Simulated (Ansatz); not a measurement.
## Ansatz (development build ahead of 0.2.0) run

```yaml
crystal:
  periodic: [false, false, false]
  atoms:
    - { symbol: O, position_ang: [0.0, 0.0, 0.635] }
    - { symbol: O, position_ang: [0.0, 0.0, -0.635] }
basis:
  gaussian: { orbitals: cc-pVTZ }
magnetization:
  spin_polarized: true
  initial_magnetization: 2
hamiltonian:
  xc: hf
correlation:
  method: ccsd_t
  frozen_orbitals: { O: 1 }
output:
  forces: true
```

The input is written out in the form of the current development build from the run's settings.

The run gave:

```json
{
  "Converged": "yes",
  "Reference energy": "-149.65923 hartree",
  "CCSD correlation energy": "-0.44594 hartree",
  "Triples correction": "-0.01992 hartree",
  "Total energy": "-150.12509 hartree",
  "Spin squared of the determinant": "2.048"
}
```

Forces (eV/Å):
| atom | Fx | Fy | Fz |
| --- | --- | --- | --- |
| O1 | 0.000 | 0.000 | -3.469 |
| O2 | 0.000 | 0.000 | 3.469 |
